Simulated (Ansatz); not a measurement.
Results of PBEsol (PAW; Ansatz, an electronic-structure program) for bcc Ta.

A relaxed, unreconstructed slab of the (100) face has 8 atoms, two equal faces of 10.772 Å² each and an energy of -78448.2835 eV. A bulk cell of 2 atoms with the same orientation and in-plane k mesh has -19612.9979 eV. Energies are extrapolated to zero smearing.

Run with plane-wave cutoff 500 eV, 16×16×1 k mesh (along the axes of the cell as run), Fermi–Dirac smearing 0.1 eV, scalar-relativistic PAW data made under PBE.

Worked out: γ = (E_slab − N E_bulk per atom)/2A = [-78448.2835 − 8 × (-19612.9979/2)]/(2 × 10.772) = 0.1721 eV/Å². With 16.022 J/m² per eV/Å² this is 2.76 J/m², or 1.85 eV per surface cell and face.
